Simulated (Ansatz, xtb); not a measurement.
# Relative energy of two isomers of CH4BSi

Structure X is `[H]/[Si]=C\B`, a doublet and structure Y is `B=C[SiH2]`, a doublet. Both are isolated molecules in the gas phase, relaxed with B3LYP/6-31G*; the shapes shown needn't be the lowest conformers.

X (Å):

```xyz
7

C    -1.0199   -0.3152   -1.9366
B    -1.8462    0.7447   -1.2360
Si   -1.2315   -1.8930   -1.2340
H    -2.5531    0.4844   -0.3023
H    -1.8037    1.8846   -1.6146
H    -0.3670   -0.1246   -2.7835
H    -2.1650   -2.0238   -0.0633
```

Y (Å):

```yaml
atoms:
  - { symbol: C, position_ang: [-0.0761, 0.0250, -0.6120] }
  - { symbol: B, position_ang: [1.1583, 0.6356, -0.5335] }
  - { symbol: Si, position_ang: [-0.6128, -0.0733, 1.1597] }
  - { symbol: H, position_ang: [-0.6697, -0.4147, -1.4030] }
  - { symbol: H, position_ang: [2.1822, 1.1787, -0.3472] }
  - { symbol: H, position_ang: [-0.7298, -1.4683, 1.6995] }
  - { symbol: H, position_ang: [0.3745, 0.6779, 1.9974] }
```

Task: Estimate E(Y) − E(X) at the level CCSD(T)/def2-SVP.

Result: Too close to call at this level: CCSD(T)/def2-SVP gives E(Y) − E(X) = +0.010 eV.

Level by level:

```
             level      geometry  E(Y) − E(X) (eV)  departure from the last row (eV)  job, with rough time for the two
          GFN2-xTB      GFN2-xTB              +0.244                            +0.234               optimisation, 0.1 s
         HF/STO-3G      GFN2-xTB              +0.212                            +0.202              single point, 0.42 s
r2SCAN-D4/def2-SVP      GFN2-xTB              −0.112                            −0.121               single point, 5.4 s
      B3LYP/6-31G*  B3LYP/6-31G*              +0.035                            +0.025                optimisation, 52 s
       HF/def2-SVP  B3LYP/6-31G*              −0.038                            −0.048           part of the CCSD(T) run
      MP2/def2-SVP  B3LYP/6-31G*              −0.190                            −0.199           part of the CCSD(T) run
  CCSD(T)/def2-SVP  B3LYP/6-31G*              +0.010                                                   single point, 9 s
```

As drawn, Y has 1 C=B, 1 C–Si, 1 Si–H in place of 1 C=Si, 1 C–B, 1 B–H.

The largest departure from CCSD(T)/def2-SVP is that of GFN2-xTB, 0.234 eV.

With harmonic frequencies from B3LYP/6-31G* (ideal gas, rigid rotor, one conformer each, 200 K, 1 atm): on the last row, ΔE + ΔZPE = −0.034, ΔH = −0.035, ΔG = −0.033 eV.

The T1 diagnostic of structure X is large, so the coupled-cluster value is less sure. Open shells are spin-unrestricted, with notable spin contamination under HF/STO-3G, HF/def2-SVP, MP2/def2-SVP, CCSD(T)/def2-SVP. The correlated steps freeze 7 core orbitals. Mirror images aren't counted in ΔG. Run with Ansatz 0.2.0, xtb 6.7.1; the last row on 1 thread of Arm Neoverse V2 on a shared host.
